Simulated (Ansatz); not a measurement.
**HS− (hydrosulfide): where methods fail along a bond**

HS−: 2 atoms, total charge -1, spin state singlet. SMILES: `[SH-]`. Geometry: relaxed at PBE0-D4/def2-TZVPD.

```jsonl
{"atom": "S", "x (Å)": "0.5747", "y (Å)": "-0.1879", "z (Å)": "0.2955"}
{"atom": "H", "x (Å)": "-0.5747", "y (Å)": "0.1879", "z (Å)": "-0.2955"}
```

The S1–H2 distance is scanned; the parts on either side stay rigid. Basis cc-pVDZ, 5 core orbitals frozen in the correlated methods; program Ansatz 0.2.0. FCI is exact within this basis and core. Energies in eV from each method's value at 1.346 Å; methods without a U are spin-restricted. The set has no diffuse functions, which an anion needs. The shape above is that at 1.346 Å.

```tsv
distance (Å)	HF	SVWN5	BLYP	CCSDTQ	FCI
1.346	0.00	0.00	0.00	0.00	0.00
1.682	0.82	0.63	0.56	0.69	0.69
2.019	2.12	1.75	1.58	1.76	1.76
2.692	4.04	3.39	3.02	3.11	3.11
3.365	5.11	4.19	3.69	3.60	3.59
```

Departure from the FCI curve at its largest: HF +1.52 eV at 3.37 Å; SVWN5 +0.60 eV at 3.37 Å; BLYP -0.18 eV at 2.02 Å; CCSDTQ within 0.005 eV. For the functionals part of the departure is owed to the small basis. Restricted Hartree–Fock keeps the electrons paired, so it rises far too high as the bond breaks.
